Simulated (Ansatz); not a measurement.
**C₃H₄FN: small, medium and large basis sets**

How large a basis does C₃H₄FN need? Two functionals are run in growing sets.

Program: Ansatz 0.2.0, Gaussian basis. Level of theory: one geometry, several basis sets. These are calculated values, not measurements.

Levels to be run: PBE0-D4/def2-SVP; ωB97M-V/def2-SVP; PBE0-D4/def2-QZVPP; ωB97M-V/def2-QZVPP; the functionals' def2-TZVPP values are taken from earlier runs.

### Step 1. Structure used throughout

All runs share one geometry, relaxed beforehand with PBE0-D4/def2-TZVP.

9 atoms, charge 0, spin multiplicity 1.

Atoms are counted from 1 here; the program's logs count them from 0.

Bond lengths: C1–C2 1.301 Å, C1–H6 1.088 Å, C1–H7 1.089 Å, C2–C3 1.306 Å, C3–N4 1.383 Å, C3–F5 1.344 Å, N4–H8 1.012 Å, N4–H9 1.008 Å. Angles: C2–C1–H6 121.8°, C2–C1–H7 121.8°, H6–C1–H7 116.4°, C1–C2–C3 176.3°, C2–C3–N4 128.5°, C2–C3–F5 120.5°, N4–C3–F5 110.9°, C3–N4–H8 113.0°, C3–N4–H9 112.6°, H8–N4–H9 111.5°.

Geometry (Å):

```
C    -0.3423    1.4055   -1.1939
C     0.1236    0.5320   -0.3501
C     0.5862   -0.4021    0.4360
N    -0.0540   -1.5417    0.8881
F     1.8574   -0.3617    0.8690
H    -0.7601    2.3550   -0.8655
H    -0.3286    1.2294   -2.2681
H     0.0177   -1.6643    1.8903
H    -1.0116   -1.5983    0.5772
```

### Step 2. PBE0-D4 in def2-SVP

File in.yaml:

```yaml
crystal:
  periodic: [false, false, false]
  atoms:
    - {symbol: C, position_ang: [-0.342349, 1.405457, -1.193901]}
    - {symbol: C, position_ang: [0.123579, 0.531980, -0.350076]}
    - {symbol: C, position_ang: [0.586188, -0.402055, 0.436020]}
    - {symbol: N, position_ang: [-0.053991, -1.541668, 0.888064]}
    - {symbol: F, position_ang: [1.857444, -0.361737, 0.868983]}
    - {symbol: H, position_ang: [-0.760054, 2.355034, -0.865465]}
    - {symbol: H, position_ang: [-0.328552, 1.229357, -2.268145]}
    - {symbol: H, position_ang: [0.017718, -1.664261, 1.890251]}
    - {symbol: H, position_ang: [-1.011585, -1.598307, 0.577169]}
basis:
  gaussian: {orbitals: def2-SVP}
hamiltonian: {xc: pbe0, dispersion: d4}
output: {orbitals: {seedname: orbitals}}
```

Command:

```sh
$ ansatz run in.yaml --threads 2 --pin off --events-out ev --progress --plain --max-ram 4352MiB
```

Further steps of the session: ωB97M-V in def2-SVP; PBE0-D4 in def2-QZVPP; ωB97M-V in def2-QZVPP.

Q: Predict the results of all the runs planned. Wanted: PBE0-D4: double and triple zeta above quadruple; ωB97M-V: double and triple zeta above quadruple.

**Answer**, as computed:

```
                                       quantity          value
PBE0-D4: double and triple zeta above quadruple  8.98, 0.40 eV
ωB97M-V: double and triple zeta above quadruple  9.24, 0.37 eV
```

What this shows: For PBE0-D4 the step from double to triple zeta gains 8.58 eV and the next only 0.40 eV. Total energies overstate the basis error of differences, where much of it tends to cancel. The LUMO of ωB97M-V is positive and keeps falling with the basis (2.15 to 1.58 eV): an unbound level that the basis holds in place.
